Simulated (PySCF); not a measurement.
# MgF and its ions

UHF-MP2; PySCF, no relativity, basis sets Mg pcseg-2, F pcseg-2. Neutral (UHF): doublet (σ ↑), Re = 1.777 Å, ωe = 699 cm⁻¹, De = 4.95 eV.

MgF⁺ (RHF): singlet (closed shell), Re = 1.714 Å, ωe = 814 cm⁻¹, De = 4.44 eV to Mg⁺ + F. The energies at the minima are -299.42105 hartree for MgF and -299.13757 for MgF⁺.

Problem. Work out the adiabatic ionisation energy, without and with harmonic zero-point energies (1 hartree = 27.2114 eV, 1 eV = 8065.5 cm⁻¹), and the change of the bond length.

Solution. At MP2: 0.28348 hartree = 7.714 eV between the minima; the zero-point term (814.0 − 699.0)/2 cm⁻¹ = +0.007 eV makes it 7.721 eV. Re changes by -6.3 pm against the neutral. The electron leaves a σ orbital, and the shorter bond of the ion fits an antibonding orbital, or a change in how ionic the bond is.

Correlated steps freeze 2 core orbitals. For an ion De counts to the pair picked by the measured ionisation energies or electron affinities, which need not be the lowest pair at this level. Where the molecule has an RHF reference, its open-shell atoms are computed with UHF. States were picked by a PBE0 search and need not be the measured ground states.

Neutral and ion stand on different kinds of reference determinant, which adds to the error of the difference.
